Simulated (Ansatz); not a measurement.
Ideal-gas functions of `F[C]F` at 400 K and 1 bar, from an Ansatz frequency run at PBE0-D4/def2-TZVP.

Molar mass 50.01 g/mol, point group C2v (symmetry number 2), electronic degeneracy 1, moments of inertia 5.714, 40.027, 45.741 u Å². Harmonic wavenumbers (cm⁻¹, unscaled): 681, 1159, 1261.

Use S(trans) = R[1.5 ln M + 2.5 ln T − 1.1517]; rotational temperatures θ = 24.2544 K / I; S(rot) = R[ln(√π/σ · √(T³/θAθBθC)) + 1.5]; for each mode x = 1.438777 ν̃/T, S = R[x/(eˣ − 1) − ln(1 − e⁻ˣ)] and H = RT x/(eˣ − 1); 1 cm⁻¹ = 0.0119627 kJ/mol; R = 8.31446 J/(mol·K).

**Question.** By hand: the entropy, in J/(mol·K).

**Answer.** Translation 163.8. Rotation: θ = 4.2447, 0.606, 0.5303 K, giving 84.9. Vibration, mode by mode: 2.68, 0.67, 0.50, in all 3.8. Electronic 0.0. Sum 252.5 J/(mol·K).

**Question.** By hand: H − E and G − E in kJ/mol, counted from the electronic energy.

**Answer.** Zero-point energy ½ × 3101 × 0.0119627 = 18.5; thermal vibration 1.2; translation, rotation and pV give 4 RT = 13.3. H − E = 33.0 kJ/mol, and G − E = 33.0 − 400 × 252.5/1000 = -68.0 kJ/mol.

Vibration gives 2 % of the entropy.
